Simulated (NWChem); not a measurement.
HS

```
S
H 1 1.3538
```
Charge 0, spin multiplicity 2.

Program: NWChem. Structure: optimised with UPBE0/def2-SVP, a minimum by its harmonic frequencies.

The correlated methods keep 5 core orbitals frozen. The structure started from a generated list of species. The unpaired electrons of the parent sit in orbitals of symmetry b2 (C2v labels of the run); other states weren't searched. The stability of the SCF solutions was not checked.

Worked example. A B2PLYP run in STO-3G ends its self-consistent part (53 % exact exchange, 47 % B88, 73 % LYP) at -394.14159 Ha, and second-order perturbation theory on those orbitals gives -0.01866 Ha unscaled.

The perturbative term enters with the weight 0.27: -394.14159 + 0.27·(-0.01866) = -394.14663 Ha is the total energy.
